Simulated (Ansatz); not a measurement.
## Ansatz (development build ahead of 0.2.0) run

```yaml
crystal:
  periodic: [false, false, false]
  atoms:
    - { symbol: O, position_ang: [0.0, 0.0, -1.32825] }
    - { symbol: B, position_ang: [0.0, 0.0, 0.0] }
    - { symbol: O, position_ang: [0.0, 0.0, 1.32825] }
basis:
  gaussian: { orbitals: def2-SVP }
magnetization:
  initial_magnetization: 1
hamiltonian:
  xc: hf
correlation:
  method: mp2
  frozen_orbitals: { B: 1, O: 1 }
scf:
  omitted_lower_state_checks: [starts, atomic_configurations, cluster_reference, orbital_swaps, given_window_search, neighbouring_geometries, increment]
```

The input is written out in the form of the current development build from the run's settings. Correlation on restricted open-shell orbitals is semicanonical, with singles.

Output:

- Converged: yes
- Reference energy: -174.26133 hartree
- Correlation energy: -0.41628 hartree
- Total energy: -174.67761 hartree
- Spin squared of the determinant: 0.750
- Stability test: minimum among restricted orbitals

Messages of the program:
```
mean field -4741.89234549 eV, -174.2613295265 hartree, gradient 2.9e-6 eV, S^2 0.750000; 0 other ends of a descent, 0 dependent functions left out
```

Caution: the determinant may break the point group.
